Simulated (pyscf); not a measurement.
PySCF, gas phase, ωB97X-D3(BJ)/def2-SVP geometries.

Task: HO⁺=SiH₂ (SMILES [OH+]=[SiH2]) + H₂ (SMILES [H][H]) -> SiH₃⁺ (SMILES [SiH3+]) + H₂O (SMILES O)
Surface: singlet. Broken: O–Si, H–H. Formed: H–Si, H–O. Give ΔE‡ and ΔE from ωB97M-D3(BJ)/def2-TZVP, relative to the separated reactants.

Result: ΔE‡ = 75.8 kJ/mol, ΔE = +143.1 kJ/mol. Zero-point energy shifts the barrier by +14.4 kJ/mol. It is a four-centre exchange, with an imaginary mode of 1524i cm⁻¹. On the reactant side the descent ends in a bound adduct, 40.8 kJ/mol under the separated species and 114.4 kJ/mol under the saddle at ωB97X-D3(BJ)/def2-TZVP. On the product side the descent ends in an adduct with a O–Si contact, 256.1 kJ/mol under the separated species and 187.3 kJ/mol under the saddle at ωB97X-D3(BJ)/def2-TZVP. At ωB97M-D3(BJ) the saddle lies under the separated products, which points to a path from their complex (located at ωB97X-D3(BJ) alone), and parting the products costs more than the saddle. What is counted as broken (O–Si) persists as a longer contact in the product adduct; parting that adduct is a step of its own. This is the saddle that the search found; another between the same sides may lie lower.
